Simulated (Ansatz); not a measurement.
Geometry optimisation, Ansatz, RKS CAM-B3LYP/6-31G*.

Input:

```yaml
crystal:
  periodic: [false, false, false]
  atoms:
    - { symbol: Si, position_ang: [0.0, 0.0, 0.0] }
    - { symbol: H, position_ang: [0.0, 0.0, 1.46] }
    - { symbol: Si, position_ang: [2.0935, 0.0, -0.7393] }
    - { symbol: H, position_ang: [2.5508, -1.3762, -0.9079] }
    - { symbol: H, position_ang: [2.1573, 0.6939, -2.0222] }
    - { symbol: H, position_ang: [2.951, 0.6823, 0.2255] }
    - { symbol: H, position_ang: [-0.6877, 1.1914, -0.4862] }
    - { symbol: H, position_ang: [-0.6877, -1.1914, -0.4862] }
basis:
  gaussian: { orbitals: "6-31G*" }
hamiltonian:
  xc: cam_b3lyp
relax:
  f_tol: 0.02
  max_steps: 40
output:
  orbitals: {}
```

Run as:

```bash
$ ansatz run input.yaml --threads 1 --pin off --max-ram 2048MiB --backend cpu --events-out ev --progress --plain --runs-dir out
```

Question: Where does it end, and by what steps?

Answer: The run converged. The force dipped under the threshold on the way, but the program's further checks kept it going. After 8 steps the energy has fallen by 0.174 eV; H2 moved furthest, 0.35 Å.

```json
{"step": "0", "energy less start (eV)": "0.0000", "largest force component (eV/Å)": "0.889", "accepted": "yes"}
{"step": "1", "energy less start (eV)": "-0.1463", "largest force component (eV/Å)": "0.240", "accepted": "yes"}
{"step": "2", "energy less start (eV)": "-0.1565", "largest force component (eV/Å)": "0.023", "accepted": "yes"}
{"step": "3", "energy less start (eV)": "-0.1658", "largest force component (eV/Å)": "0.012", "accepted": "yes"}
{"step": "4", "energy less start (eV)": "-0.1621", "largest force component (eV/Å)": "0.259", "accepted": "no"}
{"step": "5", "energy less start (eV)": "-0.1709", "largest force component (eV/Å)": "0.062", "accepted": "yes"}
{"step": "6", "energy less start (eV)": "-0.1721", "largest force component (eV/Å)": "0.103", "accepted": "yes"}
{"step": "7", "energy less start (eV)": "-0.1737", "largest force component (eV/Å)": "0.046", "accepted": "yes"}
{"step": "8", "energy less start (eV)": "-0.1743", "largest force component (eV/Å)": "0.002", "accepted": "yes"}
```

```xyz
8
Properties=species:S:1:pos:R:3
Si -0.055 0.000 0.020
H -0.097 -0.334 1.467
Si 2.149 0.000 -0.759
H 2.750 -1.352 -0.624
H 2.196 0.392 -2.191
H 2.976 0.960 0.017
H -0.675 1.336 -0.170
H -0.868 -1.002 -0.716
```

Run time: 19 s on 1 thread of Arm Neoverse V1 (shared host), peak memory 0.11 GiB.
